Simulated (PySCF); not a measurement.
## [C2H4Al]-: core ionisation energies

C₂H₄Al (charge -1).
Structure used (PBE0-D3(BJ)/def2-SVP), in Å, numbered top down from 1:
```
atom  x, y, z in Å
C1     2.050   -0.199   -0.292
C2     0.834   -0.131   -0.142
Al3   -1.155   -0.007    0.088
H4     3.115   -0.258   -0.422
H5    -1.731    1.087   -0.989
H6    -1.804   -1.487   -0.193
H7    -1.471    0.476    1.624
```

Method: delta-SCF UKS SCAN, pcX-2 on the ionised atom, pcseg-1 elsewhere, spin-free X2C in PySCF 2.14.0. Each binding energy is the total energy of the core-ionised species, with the hole localised on one atom, minus that of the ground state; both are solved self-consistently, so orbital relaxation is included.

Question: List the computed XPS lines with their assignment.

Answer: 
```csv
atom(s),environment,level,binding energy (eV),above the level's lowest (eV),count
C1,terminal alkyne carbon,C 1s,285.19,+0.15,1
C2,alkyne carbon,C 1s,285.04,0.00,1
Al3,aluminium bonded to C and 3 H,Al 1s,1560.30,0.00,1
```

The 2 C 1s values lie within 0.15 eV of each other; Gaussian lines of 0.5 eV full width would blend them into one maximum.

Question: What is the longest wavelength that can ionise C 1s of C1 vertically?

Answer: λ = hc/E = 12398.42 eV Å / 285.19 eV = 43.474 Å.

Question: Which photon energy gives electrons from C 1s of C1 a kinetic energy of 150 eV, and what is their de Broglie wavelength?

Answer: hν = 285.19 + 150 = 435.19 eV, recoil neglected; λ = 12.264 Å/√(E/eV) = 1.00 Å.

Spin contamination (⟨S²⟩ against 0.75 for a pure doublet) is marked for C 1s of C2 (0.89), which makes this value less certain. The species carries charge -1, so core ionisation leaves a neutral species. The basis sets have no added diffuse functions. Isolated species at its PBE0-D3(BJ)/def2-SVP geometry, gas phase.
